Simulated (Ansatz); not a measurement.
in.yaml

```yaml
crystal:
  periodic: [false, false, false]
  atoms:
    - {symbol: C, position_ang: [0.000000, 0.000000, 0.000000]}
    - {symbol: P, position_ang: [0.000000, 0.000000, 2.796000]}
basis:
  gaussian: {orbitals: 6-31G}
magnetization: {spin_polarized: true, initial_magnetization: 1}
hamiltonian: {xc: {name: wB97X-V}}
```

```sh
$ ansatz run in.yaml --threads 1 --pin off --events-out ev --progress --plain --max-ram 2393MiB
```

Log:

```
      + integral(e_c_pw_opposite_spin*poly(b97_u_opposite, cos0, cos1)) + vv10(b, c)
267 factors; integrals over basis functions are off by at most 1.6e-4 eV
93 factors; integrals over basis functions are off by at most 4.7e-6 eV
mean field evaluation 1: about -10304.1327 eV, gradient 2.6e1 eV
mean field evaluation 2: about -10240.4305 eV, gradient 8.4e1 eV
mean field evaluation 4: about -10310.5831 eV, gradient 1.0e1 eV
mean field evaluation 8: about -10311.4560 eV, gradient 5.8e-1 eV
mean field evaluation 16: about -10313.8127 eV, gradient 4.9e-1 eV
mean field evaluation 32: about -10313.8205 eV, gradient 7.1e-2 eV
mean field -10313.82075351 eV, -379.0259217326 hartree, gradient 5.5e-6 eV, S^2 2.362515; 2 other end points of the search recorded, 0 dependent functions left out
reference -10313.82075412 eV, -379.0259217551 hartree; 11, 10 occupied and 11, 12 virtual orbitals, 267 factors
Total energy: -10313.82075412 eV, -379.0259217551 hartree
```

Ran on 1 thread of AMD EPYC 9B14, shared host: 2 s wall, 0.18 GiB peak host memory.
